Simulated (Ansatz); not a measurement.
# Basis-set limit of CH6Si, triplet

| atom | x (Å) | y (Å) | z (Å) |
| --- | --- | --- | --- |
| Si | -0.9181 | 0.0000 | 0.0000 |
| H | -1.4130 | 1.3997 | 0.0000 |
| H | -1.4130 | -0.6999 | 1.2122 |
| H | -1.4130 | -0.6999 | -1.2122 |
| H | 0.9269 | 0.0000 | 0.0000 |
| C | 2.0169 | 0.0000 | 0.0000 |
| H | 2.4313 | 0.0000 | 0.9962 |
| H | 2.4313 | 0.0000 | -0.9962 |

Ansatz 0.2.0, UHF determinant, valence electrons correlated. Energies in eV.

```json
{"set": "def2-TZVPP", "X": "3", "functions": "157", "Hartree–Fock": "-8984.5003", "MP2 correlation": "-7.7943", "CCSD(T) correlation": "-9.3263", "time": "2.4 s on 1 × NVIDIA H100 80GB HBM3 with 1 thread of AMD EPYC 7R13 Processor (Zen 3), on a shared host"}
{"set": "def2-QZVPP", "X": "4", "functions": "307", "Hartree–Fock": "-8984.8043", "MP2 correlation": "-8.3112", "CCSD(T) correlation": "-9.7646", "time": "7.5 s on 1 × NVIDIA H100 80GB HBM3 with 1 thread of AMD EPYC 7R13 Processor (Zen 3), with other jobs on the host"}
```

Hartree–Fock is taken to follow E(X) = E∞ + A·exp(−7.88·√X), correlation E(X) = E∞ + B·X^−2.97.

Cautions: lower spins were not checked.

Question: Work out the CCSD(T) energy at the limit, and how far the shortcut misses it that extrapolates MP2 and adds CCSD(T) minus MP2 from the smaller set.

Answer: Hartree–Fock: E∞ = E4 + 0.1377·(E4 − E3) = -8984.8462. Correlation: E∞ = E4 + 0.7407·(E4 − E3) = -10.0892 for CCSD(T) and -8.6941 for MP2. The limit is -8994.9353 eV, 0.366 eV below def2-QZVPP. The shortcut gives a correlation energy of -8.6941 + (-1.5320) = -10.2261, 137 meV lower than the direct value.

Past Ne part of the Hartree–Fock step between the two sets comes from the cores, which don't follow the formula, so the 42 meV that it adds to the total can overshoot; that part largely cancels in differences.
